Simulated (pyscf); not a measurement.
Single points on ωB97X-D3(BJ)/def2-SVP structures (PySCF, gas phase).

Q: How much does it cost (ΔH, 298 K, ωB97M-D3(BJ)/def2-TZVP) to split H₂N–Mo(=O)(=O)–SiH₃ (SMILES [NH2][Mo](=[O])(=[O])[SiH3]) at its H–N bond into [HN–Mo(=O)(=O)–SiH₃]• + H•?

A: H–N to [HN–Mo(=O)(=O)–SiH₃]• + H•: 113.2 kcal/mol. The 7 functionals that were run give +107.8 (r²SCAN) to +113.5 kcal/mol (M06-2X). The radicals are drawn with the spin at the cut bond; how far it spreads was not checked. Other isomers of [HN–Mo(=O)(=O)–SiH₃]• were not searched in full and may lie lower. Open-shell species with a d-block atom are single-reference here; other states, and whether the spin sits on metal or ligand, were not checked. Elements past Kr carry the def2 core potentials, without spin-orbit coupling.
